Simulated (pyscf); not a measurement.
PySCF, gas phase, ωB97X-D3(BJ)/def2-SVP geometries. MP2 and CC: frozen core, UHF for open shells. ΔMP2 is the change of the MP2 total energy from the triple- to the quadruple-zeta basis.

Q: How much does it cost (ΔH, 298 K, CCSD(T)/def2-TZVPP + ΔMP2(QZVPP)) to split HN=B–Cl at its B–Cl bond into [B=NH]• + Cl•?

A: B–Cl to [B=NH]• + Cl•: 119.9 kcal/mol. The radicals are drawn with the spin at the cut bond; how far it spreads was not checked. The CCSD(T) − MP2 part came from Ansatz, without density fitting, on the same reference. Left out: the spin-orbit lowering of Cl. The term symbol of open-shell B=NH was not checked; spin-orbit terms are left out.
